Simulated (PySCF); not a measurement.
# Core-level binding energies of dihydrogen phosphate

Dihydrogen phosphate, H2O4P (charge -1).
Z-matrix (Å and degrees, PBE0-D3(BJ)/def2-SVP geometry), rows numbered from 1:
```
O 
P   1  1.5020
O   2  1.5019  1  126.01
O   2  1.6716  1  108.53  3   125.75
O   2  1.6719  1  105.15  3  -127.26
H   4  0.9636  2  102.20  1  -144.61
H   5  0.9635  2  102.07  1    -6.88
```

Method used: PySCF, delta-SCF UKS SCAN, pcX-2 on the ionised atom, pcseg-1 elsewhere, spin-free X2C. Each binding energy is the total energy of the core-ionised species, with the hole localised on one atom, minus that of the ground state; both are solved self-consistently, so orbital relaxation is included.

**Question.** Give the core binding energies atom by atom.

**Answer.** 
| atom(s) | environment | level | binding energy (eV) | 2p1/2 (eV) | above the level's lowest (eV) | count |
| --- | --- | --- | --- | --- | --- | --- |
| P2 | phosphoryl phosphorus | P 1s | 2148.01 | – | 0.00 | 1 |
| O4/O5 | hydroxyl oxygen | O 1s | 533.78 | – | +2.62 | 2 |
| O1/O3 | oxygen bonded to P | O 1s | 531.16 | – | 0.00 | 2 |
| P2 | phosphoryl phosphorus | P 2p3/2 | 133.60 | 134.50 | 0.00 | 1 |

The listed O 1s values span 2.62 eV, from O1/O3 (bonded to P) to O4/O5 (bonded to H and P).

**Question.** Express the binding energy of P 1s of P2 in atomic units and per mole.

**Answer.** 2148.01 eV = 78.9379 Eh = 207251 kJ/mol.

The first atom of each set that the bonding makes equivalent was ionised and stands for the set. Spin–orbit and ligand-field terms were added within each 2p shell after the spin-free SCF. 2p1/2 minus 2p3/2 (ligand field included): P 0.89 eV. The species carries charge -1, so core ionisation leaves a neutral species. The basis sets have no added diffuse functions. The structure is a single PBE0-D3(BJ)/def2-SVP conformer in the gas phase; no vibrational or solvent corrections.

Time: 18 s of wall time. Hardware: an x86-64 server with one thread (shared host).
